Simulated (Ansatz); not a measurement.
# AlHCl (doublet): from Hartree-Fock to the top rungs, def2-QZVPP

The task here is to estimate one member of a computed series from the others.

Program: Ansatz 0.2.0, Gaussian basis. Level of theory: def2-QZVPP, core rule «outside noble gas», up to 10 orbitals frozen. These are calculated values, not measurements.

Plan: UHF; ROHF; CCSD(T) on UHF.

## The system

The geometry is a PBE0/def2-TZVP stationary point (not a proven minimum) of the parent state, kept for this charge and spin.

3 atoms, charge 0, spin multiplicity 2.

Atoms are counted from 1 here; the program's logs count them from 0.

Bond lengths: Al1–Cl2 2.197 Å, Al1–H3 1.817 Å. Angles: Cl2–Al1–H3 63.0°.

The first run:

File in.yaml:

```yaml
crystal:
  periodic: [false, false, false]
  atoms:
    - {symbol: Al, position_ang: [0.000000, -0.050236, 1.239922]}
    - {symbol: Cl, position_ang: [0.000000, -0.006816, -0.956330]}
    - {symbol: H, position_ang: [0.000000, 1.584516, 0.446218]}
basis:
  gaussian: {orbitals: "def2-QZVPP.json"}
magnetization: {spin_polarized: true, initial_magnetization: 1}
hamiltonian: {xc: hf}
output: {orbitals: {seedname: orbitals}}
```

The run is started by

```
ansatz run in.yaml --threads 1 --pin off --events-out ev --progress --plain --max-ram 2393MiB
```

Steps of the session up to this table: UHF; ROHF; CCSD(T) on UHF.

One table of the session follows, with a row left open; its other results are not shown here.

```
  method  from UCCSD(T) (kJ/mol)
    ROHF                  +874.8
     UHF                  +841.9
    UMP2                  +117.6
   UCCSD                       ?
UCCSD(T)                       0
```

**Question.** Estimate the row for UCCSD.

The run gave: from UCCSD(T) (kJ/mol): +39.8. In the column «from UCCSD(T) (kJ/mol)» it lies between UCCSD(T) (0) and UMP2 (+117.6).
